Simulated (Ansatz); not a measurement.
## AlH₅OSi, SMILES O[SiH2][AlH2]: a composite energy at a relaxed geometry, step by step

Program: the Python package of Ansatz (0.2.0).

At the Python prompt:
```pycon
>>> import itertools
>>> import ansatz as az
>>> from ase.data import atomic_numbers, covalent_radii
>>> import numpy as np
>>> geometry_ang = [
...     ("O", (-1.6076, -0.0757, -0.7934)),
...     ("Si", (-0.2395, 0.6794, -0.1588)),
...     ("Al", (1.0203, -0.9757, 0.9025)),
...     ("H", (-2.0638, 0.7308, -1.2385)),
...     ("H", (0.5535, 1.2775, -1.2619)),
...     ("H", (-0.6063, 1.7364, 0.8142)),
...     ("H", (2.6315, -1.0453, 0.5488)),
...     ("H", (0.4042, -2.3845, 1.1312)),
... ]
>>> geometry = az.Crystal.molecule()
>>> for symbol, xyz in geometry_ang:
...     geometry = geometry.atom(symbol, xyz)
...
>>> calculation = geometry.calculation()
>>> calculation = calculation.basis(gaussian="def2-SVP").functional("b3lyp")
>>> symbols = [site.symbol for site in geometry.cartesian_sites]
>>> start = np.array([site.position_ang for site in geometry.cartesian_sites], dtype=float)
>>> r = calculation.relax(force_tolerance=0.01, max_steps=100).run().report

>>> end = np.array(r["positions_ang"])
>>> # pairs closer than 1.2 times the sum of covalent radii, before or after
>>> radius = [covalent_radii[atomic_numbers[s]] for s in symbols]
>>> span = lambda where, i, j: np.linalg.norm(where[i] - where[j])
>>> bonded = [(i, j) for i, j in itertools.combinations(range(len(symbols)), 2) if min(span(start, i, j), span(end, i, j)) < 1.2 * (radius[i] + radius[j])]
>>> print("pair        before    after (A)")
pair        before    after (A)
>>> for i, j in bonded:
...     print(f"{symbols[i]}{i}-{symbols[j]}{j}".ljust(10), f"{span(start, i, j):8.4f} {span(end, i, j):8.4f}")
...
O0-Si1       1.6866   1.6844
O0-H3        1.0279   0.9651
Si1-Al2      2.3351   2.4624
Si1-H4       1.4844   1.5050
Si1-H5       1.4827   1.5050
Al2-H6       1.6510   1.5915
Al2-H7       1.5545   1.5885
>>> for first, second in list(itertools.combinations(bonded, 2)):
...     shared = set(first) & set(second)
...     if shared and symbols[(j := shared.pop())] != "H":
...         i, k = sorted((set(first) | set(second)) - {j})
...         u, v = end[i] - end[j], end[k] - end[j]
...         angle = np.degrees(np.arccos(np.clip(u @ v / np.linalg.norm(u) / np.linalg.norm(v), -1, 1)))
...         print(f"final angle {symbols[i]}{i}-{symbols[j]}{j}-{symbols[k]}{k}: {angle:.2f} deg")
...
final angle Si1-O0-H3: 116.71 deg
final angle O0-Si1-Al2: 107.32 deg
final angle O0-Si1-H4: 110.97 deg
final angle O0-Si1-H5: 110.98 deg
final angle Al2-Si1-H4: 111.56 deg
final angle Al2-Si1-H5: 111.57 deg
final angle Si1-Al2-H6: 119.16 deg
final angle Si1-Al2-H7: 122.09 deg
final angle H4-Si1-H5: 104.49 deg
final angle H6-Al2-H7: 118.75 deg
>>> minimum = az.Crystal.molecule()
>>> for symbol, place in zip(symbols, end):
...     minimum = minimum.atom(symbol, place.tolist())
...
>>> at_minimum = minimum.calculation()
>>> # MP2 extrapolated to the basis limit, plus the small-basis difference CCSD(T) - MP2
>>> level = lambda method, basis: at_minimum.basis(gaussian=basis).correlation(method).run().report
>>> small, large, cluster = level("mp2", "cc-pVDZ"), level("mp2", "cc-pVTZ"), level("ccsd_t", "cc-pVDZ")
>>> corr = lambda each: (each["free_energy_ev"] - each["reference_energy_ev"]) / 27.211386246
>>> mp2_limit = (27 * corr(large) - 8 * corr(small)) / 19
>>> pieces = {"HF / cc-pVTZ": large["reference_energy_ev"] / 27.211386246, "MP2 correlation, DZ-TZ limit": mp2_limit, "CCSD(T) - MP2 / cc-pVDZ": corr(cluster) - corr(small)}
>>> for name, value in pieces.items():
...     print(f"{name:32s} {value:14.6f} Ha")
...
HF / cc-pVTZ                        -608.697524 Ha
MP2 correlation, DZ-TZ limit          -0.488526 Ha
CCSD(T) - MP2 / cc-pVDZ               -0.051881 Ha
>>> print(f"{'sum':32s} {sum(pieces.values()):14.6f} Ha")
sum                                 -609.237931 Ha
>>> print("T1 diagnostic", round(cluster["correlation"]["coupled_cluster"]["t1_diagnostic"], 4))
T1 diagnostic 0.0122
```

The settings weren't tested for convergence. The sum leaves out core correlation, relativity, the Hartree-Fock basis error and zero-point energy; a DZ-TZ extrapolation is rough. b3lyp holds the VWN-RPA fit, as in Gaussian; the form of ORCA and Turbomole is b3lyp5. Inner cores stay frozen, so this is valence correlation. For Al to Cl the sets with a tight d function, cc-pV(X+d)Z, are usual. An extrapolation from small basis sets is rough. Finished in 27 s on 1 thread of Intel(R) Xeon(R) 6975P-C (Granite Rapids), on a shared host, peak memory 0.37 GiB.

(A comment or docstring line of the script was reworded after the run, the code is as it ran; lines on the test bed's own set-up are left out of the output.)
